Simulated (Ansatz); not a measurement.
**HO radical: how energies converge with the basis set**

One table from this session's results is given with a row withheld; the runs are named, their logs left out.

Method: one geometry, several basis sets; program: Ansatz 0.2.0, Gaussian basis.

Plan: PBE0-D4/def2-SVP; ωB97M-V/def2-SVP; PBE0-D4/def2-QZVPP; ωB97M-V/def2-QZVPP; CCSD(T)/cc-pV(D+d)Z; CCSD(T)/cc-pV(T+d)Z; CCSD(T)/cc-pV(Q+d)Z; the functionals' def2-TZVPP values are taken from earlier runs.

## The geometry

An earlier PBE0-D4 in a triple-zeta def2 set relaxation fixed the geometry.

SMILES `[OH]`, 2 atoms, charge 0, spin multiplicity 2.

Atoms are counted from 1 here; the program's logs count them from 0.

Bond lengths: O1–H2 0.973 Å.

Set-up of the first run:

Contents of in.yaml:

```yaml
crystal:
  periodic: [false, false, false]
  atoms:
    - {symbol: O, position_ang: [0.415884, -0.133147, 0.214552]}
    - {symbol: H, position_ang: [-0.415884, 0.133147, -0.214552]}
basis:
  gaussian: {orbitals: def2-SVP}
magnetization: {spin_polarized: true, initial_magnetization: 1}
hamiltonian: {xc: pbe0, dispersion: d4}
output: {orbitals: {seedname: orbitals}}
```

Started as:

```sh
$ ansatz run in.yaml --threads 2 --pin off --events-out ev --progress --plain --max-ram 32768MiB --backend cpu
```

Among the steps run: PBE0-D4 in def2-SVP; ωB97M-V in def2-SVP; PBE0-D4 in def2-QZVPP; ωB97M-V in def2-QZVPP.

One of the session's tables, all rows but one given; the rest of the session is left out.

```
functional       basis  HOMO (eV)  LUMO (eV)
   PBE0-D4    def2-SVP      -8.55      -3.51
   PBE0-D4  def2-TZVPP          ?          ?
   PBE0-D4  def2-QZVPP      -9.19      -4.24
   ωB97M-V    def2-SVP     -11.07      -1.06
   ωB97M-V  def2-TZVPP     -11.64      -1.80
   ωB97M-V  def2-QZVPP     -11.74      -1.96
```

Estimate the missing values for PBE0-D4, def2-TZVPP.

The run gave: HOMO (eV): -9.10; LUMO (eV): -4.12. In the column «HOMO (eV)» it lies between PBE0-D4, def2-QZVPP (-9.19) and PBE0-D4, def2-SVP (-8.55).
